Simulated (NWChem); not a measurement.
Correlation energy of C$_{2}$H$_{3}$O

SMILES: C[C]=O
```xyz
6

C     -0.0762    -1.1694     0.0000
C      0.4250     0.2536     0.0000
O     -0.1959     1.2600     0.0000
H      0.3268    -1.6873     0.8843
H      0.3268    -1.6873    -0.8843
H     -1.1790    -1.2110     0.0000
```
Charge 0, spin multiplicity 2.

Everything below was run with NWChem. All single points use one geometry, from UB3LYP/def2-SVP, a minimum by its harmonic frequencies.

Basis set: def2-SVP. Each correlation energy counts from its own Hartree-Fock reference.

The correlated methods keep 3 core orbitals frozen. The structure started from a generated list of species. The unpaired electrons of the parent sit in orbitals of symmetry a' (Cs labels of the run); other states weren't searched. No SCF solution was tested for a lower state. Open-shell Hartree-Fock references start from PBE0 orbitals. No row is a measurement; the coupled-cluster row has its own basis-set and correlation limits.

Problem. One of these methods gave a correlation energy of -433.6 mHa. Which?
(A) SCS-UMP2
(B) UMP2
(C) CCSD[T] on ROHF
(D) CCSD on ROHF

Solution. B, UMP2. The others give -425.4 (SCS-UMP2), -462.2 (CCSD on ROHF), -480.1 (CCSD[T] on ROHF).
